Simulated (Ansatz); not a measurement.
# C₄H₄O: how energies converge with the basis set

Aim: see how fast density functionals converge with the basis set for C₄H₄O.

Program: Ansatz 0.2.0, Gaussian basis. Level of theory: one geometry, several basis sets. These are calculated values, not measurements.

Plan: PBE0-D4/def2-SVP; ωB97M-V/def2-SVP; PBE0-D4/def2-QZVPP; ωB97M-V/def2-QZVPP; the functionals' def2-TZVPP values are taken from earlier runs.

## 1. The geometry

The geometry comes from an earlier relaxation with PBE0-D4 in a triple-zeta def2 set; it is a stationary point, not always the lowest conformer.

SMILES `C=C1CC1=O`, 9 atoms, charge 0, spin multiplicity 1.

Atoms are counted from 1 here; the program's logs count them from 0.

Bond lengths: C1–C2 1.320 Å, C1–H6 1.085 Å, C1–H7 1.086 Å, C2–C3 1.511 Å, C2–C4 1.424 Å, C3–C4 1.492 Å, C3–H8 1.089 Å, C3–H9 1.089 Å, C4–O5 1.193 Å. Angles: C2–C1–H6 120.7°, C2–C1–H7 121.6°, H6–C1–H7 117.7°, C1–C2–C3 146.3°, C1–C2–C4 152.6°, C3–C2–C4 61.0°, C2–C3–C4 56.6°, C2–C3–H8 118.5°, C2–C3–H9 118.5°, C4–C3–H8 118.7°, C4–C3–H9 118.7°, H8–C3–H9 114.1°, C2–C4–C3 62.4°, C2–C4–O5 150.6°, C3–C4–O5 147.0°.

## 2. PBE0-D4 in def2-SVP

File in.yaml:

```yaml
crystal:
  periodic: [false, false, false]
  atoms:
    - {symbol: C, position_ang: [-1.108200, 1.016718, -0.503147]}
    - {symbol: C, position_ang: [-0.111289, 0.260462, -0.082738]}
    - {symbol: C, position_ang: [0.340839, -1.132844, 0.287801]}
    - {symbol: C, position_ang: [1.233018, 0.061952, 0.343503]}
    - {symbol: O, position_ang: [2.320192, 0.488248, 0.587745]}
    - {symbol: H, position_ang: [-0.972298, 2.083276, -0.646167]}
    - {symbol: H, position_ang: [-2.087180, 0.599326, -0.717303]}
    - {symbol: H, position_ang: [0.489438, -1.860058, -0.509643]}
    - {symbol: H, position_ang: [-0.016019, -1.563382, 1.222749]}
basis:
  gaussian: {orbitals: def2-SVP}
hamiltonian: {xc: pbe0, dispersion: d4}
output: {orbitals: {seedname: orbitals}}
```

The run is started by

```console
$ ansatz run in.yaml --threads 2 --pin off --events-out ev --progress --plain --max-ram 4352MiB
```

The program printed:

```text
Functional definition: PBE0
  name "PBE0"
  cite "Adamo & Barone, J. Chem. Phys. 110, 6158 (1999) doi:10.1063/1.478522"
  cite "Perdew, Burke & Ernzerhof, Phys. Rev. Lett. 77, 3865 (1996) doi:10.1103/PhysRevLett.77.3865"
  parent pbe
  parameter a = 0.25
  parameter kappa = 0.804
  parameter beta = 0.06672455060314922
  exchange = (1 - a)*pbe_x(kappa = kappa, mu = beta*pi^2/3) + a*exact_x
  correlation = pbe_c(beta = beta)
1007 factors; their error is unknown
mean field evaluation 1: about -6240.7901 eV, gradient 4.6e1 eV
mean field evaluation 2: about -6240.0139 eV, gradient 5.3e1 eV
mean field evaluation 4: about -6245.5433 eV, gradient 2.0e0 eV
mean field evaluation 8: about -6245.5519 eV, gradient 9.7e-2 eV
mean field evaluation 16: about -6245.5353 eV, gradient 2.0e-5 eV
mean field -6245.53529945 eV, -229.5191888790 hartree, gradient 2.0e-5 eV, S^2 0.000000; 0 other end points of the search recorded, 0 dependent functions left out
reference -6245.53532140 eV, -229.5191896854 hartree; 18, 18 occupied and 72, 72 virtual orbitals, 1007 factors
Total energy: -6245.66566664 eV, -229.5239797847 hartree
```

Run time: 1.3 s. Hardware: 2 threads of Arm Neoverse V1, shared host.

## 3. ωB97M-V in def2-SVP

Changes to in.yaml since step 2:

```diff
@@ -14,3 +14,3 @@
   gaussian: {orbitals: def2-SVP}
-hamiltonian: {xc: pbe0, dispersion: d4}
+hamiltonian: {xc: {name: wB97M-V}}
 output: {orbitals: {seedname: orbitals}}
```

Launched as before.

The program printed:

```text
Functional definition: wB97M-V
  name "wB97M-V"
  cite "Mardirossian & Head-Gordon, J. Chem. Phys. 144, 214110 (2016) doi:10.1063/1.4952647"
  cite "Becke, J. Chem. Phys. 107, 8554 (1997) doi:10.1063/1.475007"
  cite "Vydrov & Van Voorhis, J. Chem. Phys. 133, 244103 (2010) doi:10.1063/1.3521275"
  # Of w^i u^j: cxij and so on, Table III.
  parameter omega = 0.3/bohr
  parameter cx = 0.15
  parameter cx01 = 1.007
  parameter cx10 = 0.259
  parameter css00 = 0.443
  parameter css04 = -1.437
  parameter css10 = -4.535
  parameter css20 = -3.390
  parameter css43 = 4.278
  parameter cos00 = 1.000
  parameter cos10 = 1.358
  parameter cos20 = 2.924
  parameter cos21 = -8.812
  parameter cos60 = -1.390
  parameter cos61 = 9.142
  parameter b = 6.0
  parameter c = 0.01
  gx(w, u) = 1 - cx + cx01*u + cx10*w
  gss(w, u) = css00 + css04*u^4 + css10*w + css20*w^2 + css43*w^4*u^3
  gos(w, u) = cos00 + cos10*w + (cos20 + cos21*u)*w^2 + (cos60 + cos61*u)*w^6
  exchange = spin_sum(e_x_unif_sr(omega)*gx(b97_w, b97_u_x)) + cx*exact_x_sr(omega) + exact_x_lr(omega)
  correlation = spin_sum(e_c_pw_mod_same_spin*gss(b97_w, b97_u_same))
      + integral(e_c_pw_mod_opposite_spin*gos(b97_w_opposite, b97_u_opposite)) + vv10(b, c)
1007 factors; their error is unknown
222 factors; integrals over basis functions are off by at most 1.2e-5 eV
mean field evaluation 1: about -6246.6448 eV, gradient 4.0e1 eV
mean field evaluation 2: about -6247.0816 eV, gradient 4.3e1 eV
mean field evaluation 4: about -6250.1800 eV, gradient 2.0e0 eV
mean field evaluation 8: about -6250.1957 eV, gradient 7.2e-2 eV
mean field evaluation 16: about -6250.1589 eV, gradient 9.2e-5 eV
mean field -6250.15893688 eV, -229.6891044203 hartree, gradient 2.9e-5 eV, S^2 0.000000; 0 other end points of the search recorded, 0 dependent functions left out
reference -6250.15897015 eV, -229.6891056431 hartree; 18, 18 occupied and 72, 72 virtual orbitals, 1007 factors
Total energy: -6250.15897015 eV, -229.6891056431 hartree
```

It took 4.8 s on 2 threads of Arm Neoverse V1, shared host.

## 4. PBE0-D4 in def2-QZVPP

Changes to in.yaml since step 3:

```diff
@@ -13,4 +13,4 @@
 basis:
-  gaussian: {orbitals: def2-SVP}
-hamiltonian: {xc: {name: wB97M-V}}
+  gaussian: {orbitals: "def2-QZVPP.json"}
+hamiltonian: {xc: pbe0, dispersion: d4}
 output: {orbitals: {seedname: orbitals}}
```

Same command.

The program printed:

```text
Functional definition: PBE0
  name "PBE0"
  cite "Adamo & Barone, J. Chem. Phys. 110, 6158 (1999) doi:10.1063/1.478522"
  cite "Perdew, Burke & Ernzerhof, Phys. Rev. Lett. 77, 3865 (1996) doi:10.1103/PhysRevLett.77.3865"
  parent pbe
  parameter a = 0.25
  parameter kappa = 0.804
  parameter beta = 0.06672455060314922
  exchange = (1 - a)*pbe_x(kappa = kappa, mu = beta*pi^2/3) + a*exact_x
  correlation = pbe_c(beta = beta)
1110 factors; their error is unknown
mean field evaluation 1: about -6245.6666 eV, gradient 5.8e1 eV
mean field evaluation 2: about -6245.0452 eV, gradient 6.1e1 eV
mean field evaluation 4: about -6252.7636 eV, gradient 4.8e0 eV
mean field evaluation 8: about -6252.8081 eV, gradient 2.0e-1 eV
mean field evaluation 16: about -6252.8110 eV, gradient 1.2e-4 eV
mean field -6252.81103409 eV, -229.7865671951 hartree, gradient 2.1e-5 eV, S^2 0.000000; 0 other end points of the search recorded, 0 dependent functions left out
reference -6252.81106984 eV, -229.7865685091 hartree; 18, 18 occupied and 387, 387 virtual orbitals, 1110 factors
Total energy: -6252.94141508 eV, -229.7913586084 hartree
```

It took 8 s on 2 threads of Arm Neoverse V1, shared host; peak memory 0.99 GiB.

## 5. ωB97M-V in def2-QZVPP

Changes to in.yaml since step 4:

```diff
@@ -14,3 +14,3 @@
   gaussian: {orbitals: "def2-QZVPP.json"}
-hamiltonian: {xc: pbe0, dispersion: d4}
+hamiltonian: {xc: {name: wB97M-V}}
 output: {orbitals: {seedname: orbitals}}
```

Same command.

The program printed:

```text
Functional definition: wB97M-V
  name "wB97M-V"
  cite "Mardirossian & Head-Gordon, J. Chem. Phys. 144, 214110 (2016) doi:10.1063/1.4952647"
  cite "Becke, J. Chem. Phys. 107, 8554 (1997) doi:10.1063/1.475007"
  cite "Vydrov & Van Voorhis, J. Chem. Phys. 133, 244103 (2010) doi:10.1063/1.3521275"
  # Of w^i u^j: cxij and so on, Table III.
  parameter omega = 0.3/bohr
  parameter cx = 0.15
  parameter cx01 = 1.007
  parameter cx10 = 0.259
  parameter css00 = 0.443
  parameter css04 = -1.437
  parameter css10 = -4.535
  parameter css20 = -3.390
  parameter css43 = 4.278
  parameter cos00 = 1.000
  parameter cos10 = 1.358
  parameter cos20 = 2.924
  parameter cos21 = -8.812
  parameter cos60 = -1.390
  parameter cos61 = 9.142
  parameter b = 6.0
  parameter c = 0.01
  gx(w, u) = 1 - cx + cx01*u + cx10*w
  gss(w, u) = css00 + css04*u^4 + css10*w + css20*w^2 + css43*w^4*u^3
  gos(w, u) = cos00 + cos10*w + (cos20 + cos21*u)*w^2 + (cos60 + cos61*u)*w^6
  exchange = spin_sum(e_x_unif_sr(omega)*gx(b97_w, b97_u_x)) + cx*exact_x_sr(omega) + exact_x_lr(omega)
  correlation = spin_sum(e_c_pw_mod_same_spin*gss(b97_w, b97_u_same))
      + integral(e_c_pw_mod_opposite_spin*gos(b97_w_opposite, b97_u_opposite)) + vv10(b, c)
1110 factors; their error is unknown
299 factors; integrals over basis functions are off by at most 6.8e-6 eV
mean field evaluation 1: about -6252.8912 eV, gradient 4.9e1 eV
mean field evaluation 2: about -6254.6337 eV, gradient 4.4e1 eV
mean field evaluation 4: about -6257.6623 eV, gradient 2.7e0 eV
mean field evaluation 8: about -6257.6855 eV, gradient 8.4e-2 eV
mean field evaluation 16: about -6257.6830 eV, gradient 1.2e-4 eV
mean field -6257.68299390 eV, -229.9656084161 hartree, gradient 2.8e-5 eV, S^2 0.000000; 0 other end points of the search recorded, 0 dependent functions left out
reference -6257.68304937 eV, -229.9656104544 hartree; 18, 18 occupied and 387, 387 virtual orbitals, 1110 factors
Total energy: -6257.68304937 eV, -229.9656104544 hartree
```

Run time: 21 s. Hardware: 2 threads of Arm Neoverse V1, shared host; peak memory 1.2 GiB.

## 6. Functionals by basis

The def2-TZVPP values come from earlier runs at the same geometry.

```
functional       basis  functions  energy (eV)  from the largest (eV)  HOMO (eV)  LUMO (eV)
   PBE0-D4    def2-SVP         90   -6245.6657                  7.276      -7.00      -2.14
   PBE0-D4  def2-TZVPP        211   -6252.6119                  0.330      -7.11      -2.28
   PBE0-D4  def2-QZVPP        405   -6252.9414                  0.000      -7.14      -2.32
   ωB97M-V    def2-SVP         90   -6250.1590                  7.524      -9.32       0.07
   ωB97M-V  def2-TZVPP        211   -6257.3772                  0.306      -9.45      -0.12
   ωB97M-V  def2-QZVPP        405   -6257.6830                  0.000      -9.47      -0.19
```

## 7. Results

| quantity | value |
| --- | --- |
| PBE0-D4: double and triple zeta above quadruple | 7.28, 0.33 eV |
| ωB97M-V: double and triple zeta above quadruple | 7.52, 0.31 eV |

In words: For PBE0-D4 the step from double to triple zeta gains 6.95 eV and the next only 0.33 eV. These are total energies; as a rule much of such shifts cancels in differences, which this series doesn't test.

For PBE0-D4 the largest set took about 6 times as long as the smallest (8 s against 1.3 s).
